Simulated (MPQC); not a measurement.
# triplet BHF2 at ZAPT2/6-311G(2df,2pd)

We compute the energy of triplet BHF2. 

The results are computed with MPQC 2.3.1.

1 further run of the same task is left out (set aside as unsound or not needed).

**1. The system as given**

BHF2: 4 atoms, total charge 0, spin state triplet. As SMILES of the parent species, `FBF`. The coordinates come from a PBE0-D4/def2-TZVP relaxation. That shape belongs to the parent species and isn't relaxed for this state.

Bond lengths: F1–B2 1.313 Å, B2–F3 1.313 Å, B2–H4 1.191 Å. Angles: F1–B2–F3 118.1°, F1–B2–H4 121.0°, F3–B2–H4 121.0°.

**2. The energy at ZAPT2/6-311G(2df,2pd)**

File job.in:

```
molecule<Molecule>: (
   symmetry = c1
   unit = angstrom
   { atoms geometry } = {
      F  [ 1.154300     0.456900    -0.361900 ]
      B  [ -0.001900    -0.031000     0.025200 ]
      F  [ -1.095400     0.528700    -0.438900 ]
      H  [ -0.057000    -0.954600     0.775600 ]
   }
)
basis<GaussianBasisSet>: (
   name = "6-311G(2df,2pd)"
   molecule = $:molecule
)
mpqc: (
   checkpoint = no
   savestate = no
   restart = no
   do_energy = yes
   do_gradient = no
   optimize = no
   mole<MBPT2>: (
      molecule = $:molecule
      basis = $:basis
      memory = 1000000000
      method = zapt
      nfzc = 3
      reference<HSOSHF>: (
         molecule = $:molecule
         basis = $:basis
         total_charge = 0
         multiplicity = 3
         memory = 1000000000
         print_evals = yes
         maxiter = 100
         guess_wavefunction<HSOSHF>: (
            molecule = $:molecule
            total_charge = 0
            multiplicity = 3
            memory = 1000000000
            value_accuracy = 1e-3
            basis<GaussianBasisSet>: (
               name = "MINI (Huzinaga)"
               molecule = $:molecule
            )
         )
      )
   )
)
```

Run with:

```bash
$ mpqc job.in > job.out
```

**Question.** What will come out? Wanted: total energy; correlation energy.

**Answer.** As computed:

At ZAPT2/6-311G(2df,2pd), 3 core orbitals frozen:

| quantity | value |
| --- | --- |
| total energy | -224.61711 Eh |
| correlation energy (3 core orbitals frozen) | -575.2 mEh |
